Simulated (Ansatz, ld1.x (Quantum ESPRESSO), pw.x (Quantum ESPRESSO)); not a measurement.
Equation-of-state test of one TM potential (platinum)

| Property | Result |
| --- | --- |
| Element | platinum |
| Generator | ld1.x (Quantum ESPRESSO) 7.5 |
| Type | norm-conserving Troullier–Martins (Kleinman–Bylander form) |
| Functional | PBEsol |
| Relativity | scalar-relativistic |
| Frozen core | [Xe] 4f14 |
| Valence charge | 10 |
| Reference configuration | 5d9 6s1 6p0 |
| Partial waves | 6s (bound): rc 2.15 bohr; 6p (bound, empty): rc 3.90 bohr; 5d (bound): rc 1.25 bohr |
| Local potential | all-electron potential smoothed inside 2.40 bohr (lloc = -2) |
| Core correction | none |

Atomic tests: cutoffs needed: 40 Ry and 80 Ry (the cutoffs (Ry, on a coarse ladder) from which the occupation-weighted sum of valence levels, in a spherical-Bessel basis at the reference potential, stays within 10 and 1 mRy of its value at 400 Ry); ghost test: no extra level below or beside the all-electron valence levels (s, p, d, f tested) (spherical-Bessel basis up to 400 Ry, 20 bohr box); configuration tests: 1 of 7 tests not solved or not reliable.

Crystal test: sc Pt in pw.x 7.5, no spin, 13³ k-points, Fermi–Dirac smearing 0.01 Ry, cutoffs 100/400 Ry. The reference is all-electron LAPW (Ansatz 0.2.0) with the same functional, mesh and smearing; V0 and B0 come from Birch–Murnaghan fits to the pressures at five volumes. Errors are pseudo minus all-electron; Δ is the rms difference of the E(V) curves that follow from these fits, minima aligned, over ±6 % about the mean V0. Mesh and smearing are coarse, so the numbers serve the comparison and aren't converged zero-temperature values; the lattice is a test structure that the element need not adopt.

| V (Å³/atom) | P all-electron (GPa) | P pseudo (GPa) |
| --- | --- | --- |
| 16.490 | 12.38 | 21.70 |
| 16.924 | 5.58 | 13.94 |
| 17.358 | -0.22 | 7.29 |
| 17.792 | -5.17 | 1.59 |
| 18.226 | -9.37 | -3.28 |

All-electron: a0 = 2.588 Å (V0 = 17.34 Å³/atom), B0 = 215.1 GPa.

Pseudopotential: mean pressure error (GPa): +7.61; a0 (Å): 2.617; a0 error (%): +1.12; B0 error (%): -3.7; Δ (meV/atom): 27.3. The largest radius (3.90 bohr) exceeds half the bond length (2.45 bohr), so the spheres overlap, which is one possible source of error among others. This is a poor potential for the solid. Atomic configuration tests: 1 of 7 tests not solved or not reliable.

Problem. At the middle volume, how do free energy and pressure move when the wave cutoff is lowered (ecutrho kept at four times it)?

Solution.

```json
{"cutoff (Ry)": "45", "shift of F (meV/atom)": "+71.9", "shift of P (GPa)": "-0.22"}
{"cutoff (Ry)": "60", "shift of F (meV/atom)": "+42.6", "shift of P (GPa)": "-1.33"}
{"cutoff (Ry)": "80", "shift of F (meV/atom)": "+1.6", "shift of P (GPa)": "-0.17"}
```

Input at the middle volume:

```
&control
  calculation='scf', prefix='x', pseudo_dir='./', outdir='./tmp', tstress=.true., disk_io='none'
/
&system
  ibrav=0, nat=1, ntyp=1, ecutwfc=100, ecutrho=400, nbnd=12,
  occupations='smearing', smearing='fd', degauss=0.01
/
&electrons
  conv_thr=1e-09, mixing_beta=0.4, electron_maxstep=70
/
ATOMIC_SPECIES
Pt 1.0 Pt.UPF
CELL_PARAMETERS angstrom
  2.58920574 0.00000000 0.00000000
  0.00000000 2.58920574 0.00000000
  0.00000000 0.00000000 2.58920574
ATOMIC_POSITIONS crystal
Pt 0.0000 0.0000 0.0000
K_POINTS automatic
13 13 13 0 0 0
```

```bash
pw.x < Pt.scf.in > Pt.scf.out
```

Lines of the output:

```
Message from routine setup:
     using ibrav=0 with symmetry is DISCOURAGED, use correct ibrav instead
     lattice parameter (alat)  =       4.8929  a.u.
     unit-cell volume          =     117.1376 (a.u.)^3
     number of electrons       =        10.00
     number of Kohn-Sham states=           12
     kinetic-energy cutoff     =     100.0000  Ry
     charge density cutoff     =     400.0000  Ry
     scf convergence threshold =      1.0E-09
     Exchange-correlation= PBESOL
     number of k points=    84  Fermi-Dirac smearing, width (Ry)=  0.0100
     iteration #  1     ecut=   100.00 Ry     beta= 0.40
     total energy              =     -52.73807603 Ry
     estimated scf accuracy    <       0.08582784 Ry
     iteration #  2     ecut=   100.00 Ry     beta= 0.40
     total energy              =     -52.75050642 Ry
     estimated scf accuracy    <       0.00198094 Ry
     iteration #  3     ecut=   100.00 Ry     beta= 0.40
     total energy              =     -52.75082982 Ry
     estimated scf accuracy    <       0.00038199 Ry
     iteration #  4     ecut=   100.00 Ry     beta= 0.40
     total energy              =     -52.75083720 Ry
     estimated scf accuracy    <       0.00000022 Ry
     iteration #  5     ecut=   100.00 Ry     beta= 0.40
     total energy              =     -52.75083728 Ry
     estimated scf accuracy    <       0.00000009 Ry
     iteration #  6     ecut=   100.00 Ry     beta= 0.40
     total energy              =     -52.75083729 Ry
     estimated scf accuracy    <          3.9E-09 Ry
     iteration #  7     ecut=   100.00 Ry     beta= 0.40
     the Fermi energy is    14.4052 ev
!    total energy              =     -52.75083729 Ry
     estimated scf accuracy    <          4.3E-11 Ry
     smearing contrib. (-TS)   =      -0.00523323 Ry
     The total energy is F=E-TS. E is the sum of the following terms:
     one-electron contribution =       8.48331991 Ry
     hartree contribution      =       5.72227813 Ry
     xc contribution           =      -8.96302666 Ry
     ewald contribution        =     -57.98817543 Ry
     convergence has been achieved in   7 iterations
          total   stress  (Ry/bohr**3)                   (kbar)     P=       72.88
     Message from routine punch:
     Nothing written, as per user request (disk_io='none')
```

The run at the middle volume (84 k-points, 7 iterations) took about 12 s on one core of a shared host (Neoverse-V1, 32 threads, 247 GiB, load 19).
